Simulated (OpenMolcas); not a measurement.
**Run times for singlet AlSiH4O+**

AlSiH4O+ has 7 atoms, charge +1, and is taken as a singlet. SMILES of the parent species: `[AlH][O][SiH3]`. The shape is that of a PBE0-D4/def2-TZVP optimisation. This is one conformer, not always the lowest. That shape belongs to the parent species and isn't relaxed for this state.

```jsonl
{"atom": "Al", "x (Å)": "-1.6437", "y (Å)": "-1.5037", "z (Å)": "-0.2011"}
{"atom": "O", "x (Å)": "-0.4030", "y (Å)": "-0.3686", "z (Å)": "-0.0473"}
{"atom": "Si", "x (Å)": "0.8709", "y (Å)": "0.5674", "z (Å)": "0.3358"}
{"atom": "H", "x (Å)": "-2.5801", "y (Å)": "-1.3528", "z (Å)": "-1.5002"}
{"atom": "H", "x (Å)": "1.2044", "y (Å)": "1.4636", "z (Å)": "-0.8027"}
{"atom": "H", "x (Å)": "0.5549", "y (Å)": "1.4012", "z (Å)": "1.5262"}
{"atom": "H", "x (Å)": "2.0578", "y (Å)": "-0.2752", "z (Å)": "0.6435"}
```

Program: OpenMolcas 26.06. Hardware: 1 thread of Intel Xeon 6975P-C (Granite Rapids), shared host, so times are rough. Two-electron integrals are exact unless an approximation is named.

Question: Estimate their order by wall time, quickest first.
A. energy at B3LYP/aug-cc-pVDZ, grid UltraFine
B. energy at HF/STO-3G
C. energy at CCSD(T)/aug-cc-pVDZ (Cholesky decomposition), 11 core orbitals frozen
D. energy at B3LYP/6-31G* (spherical functions), grid UltraFine

Answer: B (1.1 s), D (11 s), A (39 s), C (3.9 min).
